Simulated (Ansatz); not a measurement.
# C2H5O2: the cost of one run

Computed with Ansatz 0.2.0 (the levels named in each step, unless a step's input says otherwise).

## (1) The system as given

Bond lengths: O1–C2 1.303 Å, C2–C3 1.588 Å, C3–O4 1.385 Å, C2–H5 1.114 Å, C2–H6 1.115 Å, C3–H7 1.091 Å, C3–H8 1.096 Å, O4–H9 0.965 Å. Angles: O1–C2–C3 112.7°, O1–C2–H5 112.4°, O1–C2–H6 112.6°, C3–C2–H5 104.9°, C3–C2–H6 106.6°, H5–C2–H6 107.2°, C2–C3–O4 112.3°, C2–C3–H7 107.7°, C2–C3–H8 106.8°, O4–C3–H7 107.4°, O4–C3–H8 112.9°, H7–C3–H8 109.7°, C3–O4–H9 110.5°.

Coordinates:

```xyz
9

O     1.6115   -0.8397    0.1338
C     0.6869   -0.1181   -0.4350
C    -0.6004    0.0567    0.4775
O    -1.5588    0.8627   -0.1151
H     1.0288    0.9200   -0.6481
H     0.3362   -0.5536   -1.4002
H    -0.2882    0.5470    1.4008
H    -0.9698   -0.9507    0.7005
H    -1.9746    0.4044   -0.8555
```

## (2) A rough first relaxation, PBE-D4/def2-SVP

File input.yaml:

```yaml
crystal:
  periodic: [false, false, false]
  atoms:
    - { symbol: O, position_ang: [1.61147, -0.83971, 0.13378] }
    - { symbol: C, position_ang: [0.68695, -0.11807, -0.43503] }
    - { symbol: C, position_ang: [-0.60035, 0.05669, 0.47754] }
    - { symbol: O, position_ang: [-1.55882, 0.86266, -0.11514] }
    - { symbol: H, position_ang: [1.02884, 0.92004, -0.64809] }
    - { symbol: H, position_ang: [0.33619, -0.55363, -1.40017] }
    - { symbol: H, position_ang: [-0.2882, 0.54696, 1.40077] }
    - { symbol: H, position_ang: [-0.96979, -0.95068, 0.70046] }
    - { symbol: H, position_ang: [-1.97462, 0.4044, -0.85549] }
magnetization:
  spin_polarized: true
  initial_magnetization: 1
basis:
  gaussian: { orbitals: def2-SVP }
hamiltonian:
  xc: pbe
  dispersion: d4
relax:
  f_tol: 0.03
  max_steps: 200
```

The run is started by

```console
$ ansatz run input.yaml --threads 2 --pin off --max-ram 5120MiB --backend cpu --events-out ev --progress --plain --runs-dir out
```

Q: Estimate wall time and peak memory on 2 threads of Arm Neoverse V2, shared host.

About 15 s, with a peak of 0.17 GiB.
